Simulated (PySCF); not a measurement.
Species: HLi.
Z-matrix (Å and degrees, PBE/6-31+G* geometry), rows numbered from 1:
```
Li
H   1  1.6373
```

Method used: PBE/6-31+G* geometry optimisation, gas phase in PySCF 2.14.0.

Masses are those of the commonest isotopes; rigid-rotor values at the optimised geometry. 

Question: What are the moment of inertia and the rotational constant?

Answer: I = 2.362 u·Å², B = 505379 MHz·u·Å²/I = 213918 MHz (7.1355 cm⁻¹, or 10.266 K as hB/k). For two atoms I = μr² with μ = 0.8812 u and r = 1.6373 Å.

Question: List the first levels of a rigid rotor in a Σ state.

Answer: E(J) = BJ(J+1): J = 1: 14.271, J = 2: 42.813, J = 3: 85.626, J = 4: 142.710, J = 5: 214.066, J = 6: 299.692 cm⁻¹.

Question: Where do the first rotational lines fall?

Answer: The dipole is 5.55 D; J+1 ← J lies at 2B(J+1): 1 ← 0 at 427.84 GHz, 2 ← 1 at 855.67 GHz, 3 ← 2 at 1283.51 GHz, 4 ← 3 at 1711.34 GHz, 5 ← 4 at 2139.18 GHz, 6 ← 5 at 2567.01 GHz.

Question: Estimate the classical rotational partition function at 298.15 K.

Answer: Point group C∞v, symmetry number σ = 1; q = kT/(σhB), k/h = 20836.6 MHz/K: 29.0 at 298.15 K.

Whether it is a minimum is left open (no frequencies). No vibrational averaging or centrifugal distortion is included, and the geometry carries the error of its method.
